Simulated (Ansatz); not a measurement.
Bulk modulus B0 (GPa) of solids drawn from the class of intermetallic compounds, at two levels: PBE (plane waves, PAW; Ansatz, a program for electronic structure), and PBEsol (Ansatz, plane waves, PAW).

```
solid                    PBE  PBEsol  shift (%)
----------------------  ----  ------  ---------
B20 (FeSi-type) FeGe     158     185      +17.1
L1₂ (Cu3Au-type) Al3Sc  86.6    91.7       +5.9
CsCl-type CuZn           115     137      +19.1
fluorite PtAl2           129     139       +7.8
L1₀ (CuAu-type) FePt     201     232      +15.4
antifluorite Mg2Sn      40.4    43.7       +8.2
```

The shifts run from +5.9 % to +19.1 %, with a median of +11.8 %.

Of 6 rows, PBEsol is the larger in 6 and the smaller in 0.

Ansatz's runs of these crystals have no spin polarisation, but for B20 (FeSi-type) FeGe, L1₀ (CuAu-type) FePt.

Density-functional runs with spin start from parallel moments for B20 (FeSi-type) FeGe, parallel moments for L1₀ (CuAu-type) FePt.

Spin–orbit coupling is left out, also for the solids with elements from indium on (fluorite PtAl2, L1₀ (CuAu-type) FePt, antifluorite Mg2Sn); its size isn't shown.

In Ansatz's fits of the non-cubic solids, shape and atoms are relaxed at each volume.

Each level is taken at its own relaxed cell. Caveats: the gap of the solid is closed in this run (antifluorite Mg2Sn). Ansatz's density-functional and Hartree–Fock values are scalar-relativistic unless marked +SOC, with PAW data made under PBE.
